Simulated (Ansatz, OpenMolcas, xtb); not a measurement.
# Si2H5O (SMILES [SiH2]O[SiH3]): methods side by side

The species is Si2H5O (8 atoms), meant as a doublet with charge 0. SMILES: `[SiH2]O[SiH3]`. The coordinates come from a PBE0-D4/def2-TZVP relaxation. This is one conformer, not always the lowest.

Quantity: the vertical energy of the quartet above the doublet, in eV. The values are calculated.

```csv
level,kind,program,value (eV)
GFN1-xTB,semi-empirical,xtb,7.34
UHF/6-311+G**,Hartree–Fock,Ansatz,7.41
USVWN5/6-311+G**,LDA,Ansatz,5.97
U-revPBE/6-311+G**,GGA,OpenMolcas,6.15
U-r2SCAN/6-311+G**,meta-GGA,OpenMolcas,6.44
UB3LYP/6-311+G**,global hybrid,OpenMolcas,6.72
UPBE0/6-311+G**,global hybrid,OpenMolcas,6.70
UCAM-B3LYP/6-311+G**,range-separated hybrid,Ansatz,7.17
UMP2/6-311+G**,perturbation theory,Ansatz,8.14
UCCSD(T)/6-311+G**,coupled cluster or CI,Ansatz,7.28
```

The values span 5.97 to 8.14 eV. The xTB rows lack spin polarisation, so open shells miss the exchange term that lowers them. The coupled-cluster rows rest on a doubtful reference here (large T1 or Brueckner and Hartree–Fock orbitals at odds), and rows may lie in different states.
